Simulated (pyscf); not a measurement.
A first-order saddle from PySCF, ωB97X-D3(BJ)/def2-SVP:

```xyz
11

C     -1.0707    -0.5480    -0.1441
C      0.0284     0.2590    -0.8005
H     -1.7453     0.1969     0.6796
H     -1.8538    -0.8991    -0.8325
H     -0.7132    -1.3717     0.4918
H      0.7333     0.6639    -0.0560
H      0.6155    -0.3572    -1.5042
H     -0.3793     1.1072    -1.3743
N     -2.1597     1.1051     1.4974
H     -1.3799     1.0739     2.1692
H     -1.9348     1.9349     0.9308
```
Charge 0, spin multiplicity 2.

Surface: doublet, charge 0. Lowest wavenumbers (cm⁻¹): 1790i, 25, 152, 191, 418.

Task: Which two sides does it connect, and which bonds change?

Result: ethane (H₃C–CH₃) + amino radical (NH₂•) <-> ethyl (•H₂C–CH₃) + ammonia (NH₃), a hydrogen abstraction read from left to right: C–H broken and H–N formed. At CCSD(T)/def2-TZVPP + ΔMP2(QZVPP) it lies +11.9 kcal/mol from the left side and +17.9 kcal/mol from the right (each side as separated species at their lowest minima found). One saddle was located; it need not be the lowest between these sides. The angle at the transferred H is 166°. The CCSD(T) − MP2 part came from Ansatz, without density fitting, on the same reference.
